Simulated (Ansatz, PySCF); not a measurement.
Species: CH$_{2}$, charge 0, multiplicity 3. SMILES: [CH2]
Structure (B3LYP-D3(BJ)/def2-TZVP (Ansatz, a quantum-chemistry and plane-wave program) minimum search):
```
C
H 1 1.0782
H 1 1.0782 2 135.03
```
Charge 0, spin multiplicity 3.

PBE beside other levels, property by property. Correlated levels leave the core frozen unless marked. UHF or UKS for open shells. Spin-orbit coupling is left out. Non-relativistic. Basis-set limits of correlation are two-point, X^-3; Hartree-Fock from the larger set (for Q and 5 zeta extrapolated as (X+1)exp(-9√X)). Rows marked 298 K are enthalpies with B3LYP-D3(BJ) harmonic zero-point and thermal terms from PySCF. Enthalpies of formation rest on the atoms' values in the G2/97 table (older ones for B and Si), with no core term in the frozen-core levels. Vertical energies are electronic, to the SCF solution reached for that spin. The coupled-cluster column (Ansatz) is a level with limits of its own: (a) CCSD(T)/CBS(aug-cc-pVTZ,aug-cc-pVQZ); (b) CCSD(T)/CBS(cc-pVQZ,cc-pV5Z).

```tsv
property	M06-2X/def2-TZVPD (PySCF)	CAM-B3LYP/def2-TZVPD (Ansatz)	B2PLYP/def2-TZVPD (Ansatz)	coupled cluster	measured
vertical ionisation energy to the doublet (eV)	10.38	10.46	10.30	10.40 (a)	-
enthalpy of formation at 298 K by atomisation (kcal/mol)	92.2	92.1	95.4	94.2 (b)	93.7
```

Measured values: G2/97 table in ASE (Curtiss et al.); they hold spin-orbit effects, which all levels lack, and core correlation, which the frozen-core levels lack. This is an older compilation, not checked against later work.

What does PBE/def2-TZVPD (Ansatz) give for each property, and on which side of the measured value, or else of coupled cluster, does it fall?


- vertical ionisation energy to the doublet: PBE lies 0.17 eV above coupled cluster; PBE gives 10.57 eV.
- enthalpy of formation at 298 K by atomisation: PBE lies 3.9 kcal/mol below the measured value; PBE gives 89.8 kcal/mol.
